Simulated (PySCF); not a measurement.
Structure problem from calculated spectra and properties.

Formula: C3H3O3; charge -1.

* 13C NMR: chemical shifts (computed TMS as zero) by class: 162.3 (1 C), 49.3 (1 C), 44.0 (1 C) ppm [GIAO KT3/pcSseg-2]
* XPS: C1s 287.2, C1s 287.8, C1s 288.0, O1s 530.8, O1s 530.9, O1s 534.0 eV [ΔSCF SCAN, pcX-2 on the ionised atom, pcseg-1 elsewhere, spin-free X2C]
* NMR, other nuclei: isotropic shieldings of nuclei other than C and H, by class: -11 (1 O), 45 (1 O), 293 (1 O) ppm [GIAO KT3/pcSseg-2]
* 1H NMR: chemical shifts (computed TMS as zero) by class: 2.68 (1 H), 2.49 (1 H), 1.95 (1 H) ppm [GIAO KT3/pcSseg-2]
* Couplings: largest of the computed one-bond spin–spin couplings (means over like bonds): 13C–1H +185.8, 13C–1H +172.8, 13C–1H +166.6, 13C–13C +61.1, 17O–13C +30.8, 17O–13C +29.2, 17O–13C +28.8, 17O–13C +28.2 Hz [B3LYP/pcJ-1]
* Rotational structure: rotational constants A, B, C: 8.220, 2.894, 2.488 GHz [PBE0-D3(BJ)/def2-SVP]

Gas-phase values; electronic properties from PySCF, density fitting. Levels stand in brackets. Isolated species at its PBE0-D3(BJ)/def2-SVP geometry (one conformer only). No diffuse functions stand in pcJ-1 and pcSseg-2, which bears on an anion's orbital energies. NMR classes are plain means over equivalent atoms (diastereotopic ones count apart unless rotation or inversion swaps them), as if these changed places fast.

Q: Give a SMILES that accounts for the data.

A: Numbering: `[O:1]=[C:2]([O-:3])[C@H:4]1[CH2:5][O:6]1`. 3 carbons fall into 3 classes; from least to most shielded: carboxylate carbon [C2] (162.3 ppm), ring sp3 carbon bound to oxygen [C4] (49.3 ppm), ring sp3 carbon bound to oxygen [C5] (44.0 ppm). Hydrogen classes from least to most shielded: 1 H on an sp3 carbon bound to oxygen, C4 (2.68 ppm), 1 H on an sp3 carbon bound to oxygen, C5 (2.49 ppm), 1 H on an sp3 carbon bound to oxygen, C5 (1.95 ppm). The other shieldings belong to: -11 ppm, carboxylate oxygen [O3]; 45 ppm, carboxylate oxygen [O1]; 293 ppm, epoxide oxygen [O6]. The couplings run between: +185.8 Hz, sp3 carbon bound to oxygen [C5] and its hydrogen; +172.8 Hz, sp3 carbon bound to oxygen [C4] and its hydrogen; +166.6 Hz, sp3 carbon bound to oxygen [C5] and its hydrogen; +61.1 Hz, carboxylate carbon [C2] and sp3 carbon bound to oxygen [C4]; +30.8 Hz, epoxide oxygen [O6] and sp3 carbon bound to oxygen [C4]; +29.2 Hz, carboxylate oxygen [O1] and carboxylate carbon [C2]; +28.8 Hz, carboxylate oxygen [O3] and carboxylate carbon [C2]; +28.2 Hz, epoxide oxygen [O6] and sp3 carbon bound to oxygen [C5]. The core levels belong to: C1s 287.2 eV, sp3 carbon bound to oxygen [C4]; C1s 287.8 eV, sp3 carbon bound to oxygen [C5]; C1s 288.0 eV, carboxylate carbon [C2]; O1s 530.8 eV, carboxylate oxygen [O1]; O1s 530.9 eV, carboxylate oxygen [O3]; O1s 534.0 eV, epoxide oxygen [O6]. The optimised geometry has point group C1 and is an asymmetric top. Structure: `O=C([O-])[C@H]1CO1`. Computed isomers that give other values at the same levels: `C=C([O-])C(=O)O` (rotational constant A: 5.872 GHz; this holds for the one conformer computed). The assignments are read from this structure; whether some other isomer fits the data as well wasn't checked. The mirror image fits equally.

The values belong to the conformer `[O:1]=[C:2]([O-:3])[C@H:4]1[CH2:5][O:6]1`: O1–C2–C4–C5 -34°.
